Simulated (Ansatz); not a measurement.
Basis-set extrapolation for C$_{2}$H$_{2}$OS (`OC1=CS1`) (PBE0-D4/def2-TZVP geometry, frozen core, Ansatz 0.2.0). Multiplicity 1, RHF reference.

```csv
,def2-TZVPP,def2-QZVPP
HF,-549.250500,-549.268771
MP2 correlation,-0.718942,-0.773852
CCSD(T) correlation,-0.773982,not run
```

Energies in hartree. Use E(X) = E(∞) + A·exp(−7.88·√X) for Hartree–Fock and E(X) = E(∞) + B·X^(−2.97) for correlation, with X = 3 and 4, and add CCSD(T) minus MP2 of the smaller set to the MP2 limit.

Task: What is the CCSD(T) energy at the basis-set limit?

Result: HF limit: -549.268771 + (-0.018271) × 0.13774 = -549.27129. MP2 limit: -0.773852 + (-0.054910) × 0.74074 = -0.81453. Higher-order term: -0.773982 − (-0.718942) = -0.05504. Total: -550.14086 hartree, 305.6 kJ/mol below CCSD(T)/def2-TZVPP.
